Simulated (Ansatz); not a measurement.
A made-up structure of CH2FSi (charge -1), singlet:

| atom | x (Å) | y (Å) | z (Å) |
| --- | --- | --- | --- |
| F1 | -0.3245 | -1.3534 | 0.6725 |
| C2 | -0.2274 | -0.3103 | 0.0761 |
| Si3 | 1.1828 | 0.3285 | 0.3998 |
| H4 | -1.1565 | -0.0141 | -0.5811 |
| H5 | 0.5257 | 1.3492 | -0.5673 |

It is relaxed with PBE-D4/def2-SVPD and then PBE0-D4/def2-TZVPD (Ansatz 0.2.0). Atoms count as bonded within 1.22 times the sum of their covalent radii (H–H: 0.88 Å). The end point is not checked to be a true minimum.

Question: Does its bonding change? (A judgement: the text doesn't fix the answer.)

Answer: By the calculation: No: no bond forms or breaks.

Where it ends: The first stage lowers the energy by 2.65 eV in 8 steps. It ends as CH₂FSi ([F][CH][SiH]), total charge -1:
```
5
angstrom
F -0.5352 -1.6113 0.7249
C -0.2745 -0.3858 0.0989
Si 1.2291 0.5087 0.3120
H -1.1525 -0.1388 -0.5021
H 0.7331 1.6272 -0.6338
```

Labels in which every atom is bracketed show which atoms are joined, not bond orders.

For scale, one of the runs: PBE0-D4/def2-TZVPD relaxation, 138 basis functions, launched by `ansatz run in.yaml --threads 2 --pin off --events-out ev --progress --plain --max-ram 4352MiB`. Hardware: 2 CPU threads of an Intel Xeon 6975P-C, shared host. Wall time about 8.5 s.
